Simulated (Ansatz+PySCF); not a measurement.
singlet C2H6: levels of theory in one basis

```yaml
atoms:
  - { symbol: C, position_ang: [0.0000, 0.0000, -0.6988] }
  - { symbol: C, position_ang: [0.0000, 0.0000, 0.6988] }
  - { symbol: H, position_ang: [0.0000, -0.9420, -1.0719] }
  - { symbol: H, position_ang: [-0.8158, 0.4710, -1.0719] }
  - { symbol: H, position_ang: [0.8158, 0.4710, -1.0719] }
  - { symbol: H, position_ang: [0.0000, 0.9420, 1.0719] }
  - { symbol: H, position_ang: [-0.8158, -0.4710, 1.0719] }
  - { symbol: H, position_ang: [0.8158, -0.4710, 1.0719] }
```

Basis set: def2-SVP (spherical functions). Frozen core: 2 orbitals. Charge 0, multiplicity 1.

Computed with Ansatz (development build ahead of 0.2.0); each method stands on the lowest determinant of its kind that the runs found. NEVPT2 correlates all electrons. Active spaces start from the frontier orbitals, and the lowest solution found is given.

| method | E − E(RHF) (eV) | <S²> of the determinant |
| --- | --- | --- |
| RHF | 0.00 | 0.00 |
| RHF-MP2 | -8.12 | – |
| RHF-CCSD(T) | -9.25 | – |
| CASSCF(2,2) | -0.37 | – |
| SC-NEVPT2(2,2) | -8.28 | – |

Task: What does RHF-CCSD give on the same scale?

Result: -9.05 eV.

Task: Is a single determinant a sound starting point here?

Result: By this sign, yes. Unrestricted orbitals gain 0.00 eV and <S²> is 0.00 against 0.00 for a pure state. The CASSCF(2,2) natural occupations are 1.99, 0.01.

Caution for CASSCF(2,2): other starts end on other solutions of this active space.
